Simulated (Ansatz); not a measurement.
# C2H4FN3: the cost of one run

Method: RKS B3LYP-D4/def2-SVP, in Ansatz 0.2.0.

### Step 1. Starting point

Bond lengths: N1–C2 1.225 Å, C2–C3 1.518 Å, C3–N4 1.412 Å, C3–N5 1.425 Å, C3–F6 1.329 Å, N4–H7 1.038 Å, N4–H8 1.051 Å, N5–H9 1.080 Å, N5–H10 0.997 Å. Angles: N1–C2–C3 179.5°, C2–C3–N4 111.0°, C2–C3–N5 113.7°, C2–C3–F6 108.8°, N4–C3–N5 102.8°, N4–C3–F6 111.8°, N5–C3–F6 108.6°, C3–N4–H7 104.8°, C3–N4–H8 100.2°, H7–N4–H8 102.3°, C3–N5–H9 107.3°, C3–N5–H10 108.5°, H9–N5–H10 105.3°.

Coordinates:

```xyz
10

N     2.1337   -0.8831    1.4461
C     1.1002   -0.5478    0.8806
C    -0.1740   -0.1339    0.1677
N    -0.2222   -0.6719   -1.1373
N    -0.2710    1.2690   -0.0642
F    -1.2162   -0.5161    0.8985
H    -0.5107   -1.6607   -1.0059
H    -1.1066   -0.2255   -1.4892
H    -0.1773    1.7604    0.8935
H     0.5273    1.5585   -0.5869
```

### Step 2. End point A

input.yaml

```yaml
crystal:
  periodic: [false, false, false]
  atoms:
    - { symbol: "N", position_ang: [2.1337, -0.8831, 1.4461] }
    - { symbol: C, position_ang: [1.1002, -0.5478, 0.8806] }
    - { symbol: C, position_ang: [-0.174, -0.1339, 0.1677] }
    - { symbol: "N", position_ang: [-0.2222, -0.6719, -1.1373] }
    - { symbol: "N", position_ang: [-0.271, 1.269, -0.0642] }
    - { symbol: F, position_ang: [-1.2162, -0.5161, 0.8985] }
    - { symbol: H, position_ang: [-0.5107, -1.6607, -1.0059] }
    - { symbol: H, position_ang: [-1.1066, -0.2255, -1.4892] }
    - { symbol: H, position_ang: [-0.1773, 1.7604, 0.8935] }
    - { symbol: H, position_ang: [0.5273, 1.5585, -0.5869] }
basis:
  gaussian: { orbitals: def2-SVP }
hamiltonian:
  xc: b3lyp
  dispersion: d4
relax:
  f_tol: 0.015
  max_steps: 40
```

Launch:

```
$ ansatz run input.yaml --threads 2 --pin off --max-ram 3072MiB --backend cpu --events-out ev --progress --plain --runs-dir out
```

Q: Estimate wall time and peak memory on 2 threads of AMD EPYC 9R14 (Zen 4), shared host.

About 16 s, with a peak of 0.25 GiB.
